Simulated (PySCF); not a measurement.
First SCF of a structure search on singlet NO₂⁺, at a hand-made side-on geometry. PySCF input:

```python
from pyscf import gto, scf, dft
mol = gto.M(atom='''
N      0.000000     0.000000     0.000000
O      0.720000     0.000000     1.177500
O     -0.720000     0.000000     1.177500''',
    basis={'N': 'def2-TZVP', 'O': 'def2-TZVP'},
    charge=1, spin=0)
mf = dft.RKS(mol, xc='PBE0')
mf.grids.atom_grid = (50, 194)
aux = {'N': 'def2-universal-JKFIT', 'O': 'def2-universal-JKFIT'}
mf = mf.density_fit(auxbasis=aux)
mf.conv_tol = 1e-08
mf.diis_space = 10
mf.max_cycle = 60
mf.init_guess = 'minao'
mf.verbose = 4
mf.kernel()
```

Excerpt of the output (cycles and frontier levels):

```
init E= -205.18442116846
  HOMO = -0.311918187688001  LUMO = -0.165298330800219  gap/eV = 3.98973
cycle= 1 E= -204.170435822529  delta_E= 1.01  |g|= 0.984  |ddm|= 1.65
  HOMO = -0.725846335872093  LUMO = -0.695932989521788  gap/eV = 0.81398
cycle= 2 E= -202.266973347484  delta_E=  1.9  |g|= 3.13  |ddm|= 2.17
  HOMO = -0.7643173816085  LUMO = -0.631038968151238  gap/eV = 3.62669
cycle= 3 E= -204.35871735398  delta_E= -2.09  |g|= 0.427  |ddm|= 1.97
  HOMO = -0.675814419441942  LUMO = -0.56008560172306  gap/eV = 3.14914
cycle= 4 E= -204.388114311355  delta_E= -0.0294  |g|= 0.122  |ddm|= 0.235
  HOMO = -0.698861245284419  LUMO = -0.552930443601689  gap/eV = 3.97098
cycle= 5 E= -204.390529371307  delta_E= -0.00242  |g|= 0.0181  |ddm|= 0.0451
  HOMO = -0.699099759048309  LUMO = -0.551420198223127  gap/eV = 4.01857
cycle= 6 E= -204.390585106312  delta_E= -5.57e-05  |g|= 0.00587  |ddm|= 0.00735
  HOMO = -0.699203012136927  LUMO = -0.551130159974186  gap/eV = 4.02927
cycle= 7 E= -204.390591642925  delta_E= -6.54e-06  |g|= 0.000371  |ddm|= 0.00251
  HOMO = -0.699171797780295  LUMO = -0.551105589871732  gap/eV = 4.02909
cycle= 8 E= -204.390591666146  delta_E= -2.32e-08  |g|= 0.000125  |ddm|= 0.000186
  HOMO = -0.699164296646984  LUMO = -0.551091833359081  gap/eV = 4.02926
cycle= 9 E= -204.390591669236  delta_E= -3.09e-09  |g|= 1.94e-05  |ddm|= 5.89e-05
  HOMO = -0.699169376990731  LUMO = -0.551091048205819  gap/eV = 4.02942
Extra cycle  E= -204.390591668859  delta_E= 3.76e-10  |g|= 4.89e-05  |ddm|= 2.79e-05
converged SCF energy = -204.390591668859
```

No lower solution of this spin was found from smeared starts or by a stability analysis within the restricted form, which does not test spin polarisation.

The search for the lowest solution, 3 starts and the stability check together, took 5.8 s on 2 threads of a shared Arm Neoverse V1 host, with 93 basis functions; the process peaked at 0.35 GiB. Launch command: `OMP_NUM_THREADS=2 python axn.py task.json out`.
